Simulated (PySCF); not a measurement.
**How methods differ on the ionisation energy of C**

C [He] 2s2 2p2 (3P) → C⁺ [He] 2s2 2p1 (2P), as a difference of total energies. Calculation: PySCF 2.14, in dyall-av3z (15s9p3d2f, 71 functions); the non-relativistic Hamiltonian (point nucleus). Correlated levels: valence: 1s2 frozen; virtual orbitals above 40 to 60 times the deepest correlated orbital energy dropped. The calculations carry no spin-orbit coupling.

| method | ionisation energy (eV) | error (eV) |
| --- | --- | --- |
| UHF | 10.801 | -0.461 |
| MP2 (valence) | 11.254 | -0.008 |
| SCS-MP2 (valence) | 11.122 | -0.140 |
| CCSD (valence) | 11.155 | -0.107 |
| CCSD(T) (valence) | 11.184 | -0.078 |

Reference: 11.262 eV (measured; NIST levels, between the centres of gravity of the two terms).

Errors of the correlated levels include the incompleteness of this basis and the frozen core.
